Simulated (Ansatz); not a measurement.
## Ansatz (development build ahead of 0.2.0) run

```yaml
crystal:
  periodic: [false, false, false]
  atoms:
    - { symbol: O, position_ang: [0.0, 0.0, 0.64315] }
    - { symbol: F, position_ang: [0.0, 0.0, -0.64315] }
basis:
  gaussian: { orbitals: STO-3G }
magnetization:
  spin_polarized: true
  initial_magnetization: 1
hamiltonian:
  xc: hf
correlation:
  method: ccsd_t
  frozen_orbitals: { F: 1, O: 1 }
```

The input is written out in the form of the current development build from the run's settings.

The run gave:

* Converged: yes
* Reference energy: -171.79893 hartree
* CCSD correlation energy: -0.05797 hartree
* Triples correction: -0.00106 hartree
* Total energy: -171.85796 hartree
* Spin squared of the determinant: 0.756
